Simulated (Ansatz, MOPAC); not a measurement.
Gas-phase reaction in SMILES: [O+]#[Si-] [oxosilicon] + 3 [H][H] (H2) -> O (H2O) + [SiH4] (SiH4)

Wanted: energy of full hydrogenation (enthalpy at 298 K), in kcal/mol. Conventions: dispersion terms only where a functional's name holds one; non-relativistic; no spin-orbit coupling. First-principles rows: single points at B3LYP-D3(BJ) geometries (Ansatz, a quantum-chemistry and plane-wave program), with unscaled harmonic terms from B3LYP/6-31G* at its own minima. Semi-empirical rows: MOPAC heats of formation at their own minima for 298 K.

| species | coefficient | E at HF/3-21G (Ansatz), Eh | E at PBE0/def2-TZVPD (Ansatz), Eh | H(298 K) - E, kcal/mol | heat of formation at MNDO (MOPAC), kcal/mol |
|---|---|---|---|---|---|
| [O+]#[Si-] | -1 | -361.84517 | -364.55941 | 3.86 | -22.64 |
| [H][H] (H2) | -3 | -1.12290 | -1.16825 | 8.44 | 0.72 |
| O (H2O) | +1 | -75.58572 | -76.38086 | 15.65 | -60.95 |
| [SiH4] (SiH4) | +1 | -289.68692 | -291.75614 | 22.18 | 1.18 |

Measured values: Active Thermochemical Tables 1.112 (ions: stationary electron), as tabulated in the package chemicals; G2/97 table in ASE (Curtiss et al.); they hold spin-orbit and core effects, anharmonicity. For [O+]#[Si-] (energy of full hydrogenation (enthalpy at 298 K)) the tabulated value and CCSD(T)/CBS(def2-TZVPPD,def2-QZVPPD) (Ansatz) part by 5.3 kcal/mol: another conformer or state, missing terms or a fault of the table's entry are possible.  Value to compare with, the measured value: -25.0 kcal/mol. 1 Eh = 627.5095 kcal/mol.

Problem. Work the quantity out at each level, and compare with the measured value.

Solution. 
- HF/3-21G: the sum of coefficient times E is -0.05877 Eh, or -36.88 kcal/mol; the thermal terms add 8.65. Result: -28.2 kcal/mol. Its error against the measured value is -3.2 kcal/mol.
- PBE0/def2-TZVPD: the sum of coefficient times E is -0.07284 Eh, or -45.71 kcal/mol; the thermal terms add 8.65. Result: -37.1 kcal/mol. Its error against the measured value is -12.1 kcal/mol.
- MNDO: the sum of coefficient times heat of formation is -39.29 kcal/mol; it needs no thermal term. Its error against the measured value is -14.3 kcal/mol.
